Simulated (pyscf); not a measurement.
`[NH2][Si][Cl]` [singlet] + `[H][H]` → `[SiH][Cl]` [singlet] + `[NH3]`, a four-centre exchange (singlet surface; N–Si, H–H broken, H–Si, H–N formed). PySCF, gas phase, ωB97X-D3(BJ)/def2-SVP geometries. Energies in kcal/mol from the separated reactants.

Small-basis levels: PySCF, no dispersion term, spherical d functions. AM1 to PM7: differences of heats of formation from MOPAC, which are fitted to 298 K values and so differ in kind from electronic energies by zero-point and thermal terms. Cost: rough CPU time at the saddle relative to B3LYP/6-31G*, from one job on a shared machine.

```json
[
 {"level": "SVWN5/6-31G*", "barrier": "23.3", "reaction energy": "+32.5", "cost": "0.9"},
 {"level": "B3LYP/3-21G", "barrier": "40.3", "reaction energy": "+41.8", "cost": "0.7"},
 {"level": "B3LYP/6-31G*", "barrier": "___", "reaction energy": "+27.8", "cost": "1"},
 {"level": "PBE/def2-SVP", "barrier": "___", "reaction energy": "+28.0", "cost": "1"},
 {"level": "AM1", "barrier": "58.9", "reaction energy": "+47.9", "cost": "under 0.02"},
 {"level": "PM3", "barrier": "41.9", "reaction energy": "+57.4", "cost": "under 0.02"},
 {"level": "PM6", "barrier": "43.8", "reaction energy": "+53.4", "cost": "under 0.02"},
 {"level": "ωB97M-D3(BJ)/def2-TZVP", "barrier": "___", "reaction energy": "+27.7", "cost": "–"}
]
```

### Question
Some entries are withheld; supply them.

### Answer

- B3LYP/6-31G*, barrier: 39.4
- PBE/def2-SVP, barrier: 26.8
- ωB97M-D3(BJ)/def2-TZVP, barrier: 35.0

Against the last row the barrier runs from -11.6 (SVWN5/6-31G*) to +23.9 kcal/mol (AM1). At SVWN5/6-31G*, B3LYP/3-21G, PBE/def2-SVP, PM3, PM6 this geometry lies under one side, so the entry may be no barrier of that level: it is a single point on another level's saddle. ωB97M-D3(BJ)/def2-TZVP has limits of its own. On the product side the descent ends in an adduct with a N–Si contact (not fully relaxed), 29.2 kcal/mol under the separated species and 35.3 kcal/mol under the saddle at ωB97X-D3(BJ)/def2-TZVP. What is counted as broken (N–Si) persists as a longer contact in the product adduct; parting that adduct is a step of its own. At the saddle there is also a short H–Si contact that neither side keeps. This is the saddle that the search found; another between the same sides may lie lower.
